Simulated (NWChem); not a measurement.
System: CS; SMILES [C-]#[S+]

All runs: NWChem. The geometry was optimised at PBE0/def2-SVP. B3LYP is NWChem's, with the RPA form of VWN correlation.

Problem. Estimate the computed values for B3LYP/def2-TZVP. Quantities: highest occupied level (eV); orbital gap (eV); dipole (D).

Solution. 
```json
{
  "highest occupied level (eV)": "-8.65",
  "orbital gap (eV)": "6.08",
  "dipole (D)": "1.93"
}
```
